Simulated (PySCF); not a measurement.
**Stretching SiO**

Set-up: PySCF, no relativity, basis sets Si aug-cc-pV(D+d)Z, O aug-cc-pVDZ. Energies in eV from Si + O in their ground configurations at the same level. State: ¹Σ⁺ (singlet), closed shell.

Curves on a restricted Hartree–Fock reference rise too fast on stretching and do not dissociate correctly.

All columns are RHF. A positive dipole means Si(−)O(+).

```json
{"R (Å)": "1.310", "E (eV)": "-2.884", "μ (D)": "-2.67", "Mulliken charge on Si (basis-dependent)": "1.06", "HOMO (eV)": "-11.65", "LUMO (eV)": "0.88", "Mayer bond order": "1.65", "⟨S²⟩": "0.00"}
{"R (Å)": "1.371", "E (eV)": "-3.866", "μ (D)": "-2.96", "Mulliken charge on Si (basis-dependent)": "1.07", "HOMO (eV)": "-11.77", "LUMO (eV)": "0.80", "Mayer bond order": "1.65", "⟨S²⟩": "0.00"}
{"R (Å)": "1.432", "E (eV)": "-4.360", "μ (D)": "-3.27", "Mulliken charge on Si (basis-dependent)": "1.08", "HOMO (eV)": "-11.86", "LUMO (eV)": "0.70", "Mayer bond order": "1.65", "⟨S²⟩": "0.00"}
{"R (Å)": "1.477", "E (eV)": "-4.492", "μ (D)": "-3.51", "Mulliken charge on Si (basis-dependent)": "1.07", "HOMO (eV)": "-11.91", "LUMO (eV)": "0.62", "Mayer bond order": "1.65", "⟨S²⟩": "0.00"}
{"R (Å)": "1.523", "E (eV)": "-4.469", "μ (D)": "-3.75", "Mulliken charge on Si (basis-dependent)": "1.07", "HOMO (eV)": "-11.94", "LUMO (eV)": "0.53", "Mayer bond order": "1.66", "⟨S²⟩": "0.00"}
{"R (Å)": "1.569", "E (eV)": "-4.325", "μ (D)": "-4.00", "Mulliken charge on Si (basis-dependent)": "1.06", "HOMO (eV)": "-11.95", "LUMO (eV)": "0.44", "Mayer bond order": "1.67", "⟨S²⟩": "0.00"}
{"R (Å)": "1.630", "E (eV)": "-3.992", "μ (D)": "-4.34", "Mulliken charge on Si (basis-dependent)": "1.04", "HOMO (eV)": "-11.94", "LUMO (eV)": "0.30", "Mayer bond order": "1.69", "⟨S²⟩": "0.00"}
{"R (Å)": "1.706", "E (eV)": "-3.416", "μ (D)": "-4.77", "Mulliken charge on Si (basis-dependent)": "1.02", "HOMO (eV)": "-11.79", "LUMO (eV)": "0.11", "Mayer bond order": "1.71", "⟨S²⟩": "0.00"}
{"R (Å)": "1.797", "E (eV)": "-2.582", "μ (D)": "-5.28", "Mulliken charge on Si (basis-dependent)": "0.98", "HOMO (eV)": "-11.35", "LUMO (eV)": "-0.12", "Mayer bond order": "1.74", "⟨S²⟩": "0.00"}
{"R (Å)": "1.919", "E (eV)": "-1.358", "μ (D)": "-5.93", "Mulliken charge on Si (basis-dependent)": "0.93", "HOMO (eV)": "-10.86", "LUMO (eV)": "-0.44", "Mayer bond order": "1.76", "⟨S²⟩": "0.00"}
```

A fit through these points gives, at Re = 1.492 Å, μ = -3.59 D and dμ/dR = -5.33 D/Å; the reduced mass is 10.18 u.

Question: How strong is the fundamental in the double-harmonic approximation, I = 42.26·(dμ/dR)²/μred km/mol?

Answer: I = 42.26·(-5.33)²/10.18 = 118 km/mol at RHF.

Where the molecule has an RHF reference, its open-shell atoms are computed with UHF. Hartree–Fock leaves out correlation, which carries a large part of most bond energies and some tenths to 1 eV of ionisation energies.
